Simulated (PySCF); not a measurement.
Structure problem from calculated spectra and properties.

Formula: CH6NP.

* 1H NMR: chemical shifts (computed TMS as zero) by class: 7.37 (3 H), 2.92 (3 H) ppm [GIAO B97-2/pcSseg-2]
* Rotational structure: rotational constants A, B, C: 38.778, 5.623, 5.315 GHz [PBE0-D3(BJ)/def2-TZVP]
* Dipole: 2.50 D [B97-2/pcSseg-2]
* NMR, other nuclei: isotropic shieldings of nuclei other than C and H, by class: 252 (1 N), 408 (1 P) ppm [GIAO B97-2/pcSseg-2]
* 13C NMR: chemical shifts (computed TMS as zero) by class: 36.8 (1 C) ppm [GIAO B97-2/pcSseg-2]

Electronic properties: PySCF, gas phase, density fitting. Levels stand in brackets. Isolated species at its PBE0-D3(BJ)/def2-TZVP geometry, gas phase. NMR classes are plain means over equivalent atoms (diastereotopic ones count apart unless rotation or inversion swaps them), as if these changed places fast.

Question: Propose a structure and show how it fits.

Answer: Numbering: `[CH3:1][N:2]=[PH3:3]`. The one carbon: N-methyl carbon [C1] (36.8 ppm). Hydrogen classes from least to most shielded: 3 H on a phosphorus bonded to N and 3 H, P3 (7.37 ppm, a mean of values up to 0.6 ppm apart in this geometry), 3 H on an N-methyl carbon, C1 (2.92 ppm, a mean of values up to 0.5 ppm apart in this geometry). The other shieldings belong to: 252 ppm, nitrogen bonded to C and P [N2]; 408 ppm, phosphorus bonded to N and 3 H [P3]. The optimised geometry has point group Cs and is an asymmetric top. Structure: `CN=[PH3]`. The assignments are read from this structure; whether some other isomer fits the data as well wasn't checked.
